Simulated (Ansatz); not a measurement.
# C6H6: the cost of one run

Program: Ansatz 0.2.0. Level of theory: UKS PBE0/STO-3G. These are calculated values, not measurements.

## Step 1: The system as given

Bond lengths: C1–C2 1.142 Å, C2–C3 1.405 Å, C3–C4 1.498 Å, C3–C5 1.452 Å, C4–C5 1.271 Å, C5–C6 1.459 Å, C1–H7 1.096 Å, C3–H8 1.113 Å, C4–H9 1.091 Å, C6–H10 1.076 Å, C6–H11 1.088 Å, C6–H12 1.118 Å. Angles (14 of 20 angles, heavy atoms first): C1–C2–C3 178.3°, C2–C3–C4 128.3°, C2–C3–C5 126.4°, C4–C3–C5 51.0°, C3–C4–C5 62.6°, C3–C5–C4 66.4°, C3–C5–C6 140.9°, C4–C5–C6 152.8°, C2–C1–H7 176.0°, C2–C3–H8 116.9°, C4–C3–H8 108.6°, C5–C3–H8 108.9°, C3–C4–H9 143.3°, C5–C4–H9 152.5°.

Structure file:

```xyz
12

C    -2.5768   -0.4934   -1.0188
C    -1.4752   -0.6296   -0.7512
C    -0.1235   -0.8386   -0.4313
C     0.4802   -1.1212    0.9099
C     0.7090    0.0178    0.3940
C     1.3053    1.3499    0.4012
H    -3.6226   -0.2868   -1.2720
H     0.5106   -1.3140   -1.2126
H     0.4545   -1.8148    1.7512
H     2.0291    1.4281   -0.3912
H     0.5347    2.1104    0.2964
H     1.8517    1.5371    1.3582
```

## Step 2: Preparing the start

The input, input.yaml:

```yaml
crystal:
  periodic: [false, false, false]
  atoms:
    - { symbol: C, position_ang: [-2.5768, -0.4934, -1.0188] }
    - { symbol: C, position_ang: [-1.4752, -0.6296, -0.7512] }
    - { symbol: C, position_ang: [-0.1235, -0.8386, -0.4313] }
    - { symbol: C, position_ang: [0.4802, -1.1212, 0.9099] }
    - { symbol: C, position_ang: [0.709, 0.0178, 0.394] }
    - { symbol: C, position_ang: [1.3053, 1.3499, 0.4012] }
    - { symbol: H, position_ang: [-3.6226, -0.2868, -1.272] }
    - { symbol: H, position_ang: [0.5106, -1.314, -1.2126] }
    - { symbol: H, position_ang: [0.4545, -1.8148, 1.7512] }
    - { symbol: H, position_ang: [2.0291, 1.4281, -0.3912] }
    - { symbol: H, position_ang: [0.5347, 2.1104, 0.2964] }
    - { symbol: H, position_ang: [1.8517, 1.5371, 1.3582] }
magnetization:
  spin_polarized: true
basis:
  gaussian: { orbitals: STO-3G }
hamiltonian:
  xc: pbe0
relax:
  f_tol: 0.02
  max_steps: 40
output:
  orbitals: {}
```

The run is started by

```
ansatz run input.yaml --threads 1 --pin off --max-ram 2048MiB --backend cpu --events-out ev --progress --plain --runs-dir out
```

Q: Estimate wall time and peak memory on 1 thread of Arm Neoverse V2, shared host.

About 32 s, with a peak of 0.13 GiB.
